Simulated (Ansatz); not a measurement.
# Structure relaxation of Cu3O4

Method: DFT r2SCAN, scalar-relativistic, plane waves, PAW in Ansatz. Cutoff 500 eV, Γ-centred k mesh, Gaussian smearing, collinear spin, first started from parallel moments.

A relaxed cell is given with its space group left out.

```
Cu O
1.0
    -3.37779    3.71535    2.98359
     3.37779   -3.71535    2.98359
     3.37779    3.71535   -2.98359
Cu O
6 8
Direct
  0.00000 0.50000 0.00000
  0.50000 0.50000 0.00000
  0.50000 0.00000 0.00000
  0.50000 0.50000 0.50000
  0.00000 0.00000 0.00000
  0.00000 0.00000 0.50000
  0.75000 0.55608 0.80608
  0.24434 0.41662 0.66096
  0.25000 0.05608 0.80608
  0.74434 0.08338 0.82772
  0.25566 0.91662 0.17228
  0.75000 0.94392 0.19392
  0.75566 0.58338 0.33904
  0.25000 0.44392 0.19392
```

Formation energies are uncorrected and refer to the elements' standard structures at the same level (O₂ as a molecule).

Q: What space group does it have?

A: Ibam (No. 72). Conventional cell: a = 6.756 Å, b = 7.431 Å, c = 5.967 Å. Cu on Wyckoff site e (4 atoms of the primitive cell) is coordinated by 4 O at 1.87–1.90 Å; Cu on Wyckoff site c (2 atoms of the primitive cell) has 6 O at 1.98–1.99 Å; O on Wyckoff site f (4 atoms of the primitive cell) is coordinated by 4 Cu at 1.90–1.99 Å; O on Wyckoff site j (4 atoms of the primitive cell) has 2 Cu at 1.87 Å and 1 Cu at 1.98 Å.

Q: What is its formation energy per atom?

A: -0.59 eV/atom.

Q: Is it a metal?

A: Yes, bands cross the Fermi level on the 8×8×8 mesh.

Q: What net moment does it keep?

A: 0.26 μB per atom, with site moments up to 0.93 μB.

The final run used a 8×8×8 mesh on its 14-atom cell and 0.10 eV smearing. For metals, differences of a few meV/atom aren't resolved. The magnetic state reached may not be the lowest.

Cost: 2 runs of about 92 core-minutes in all, on Arm Neoverse V2 (shared hosts).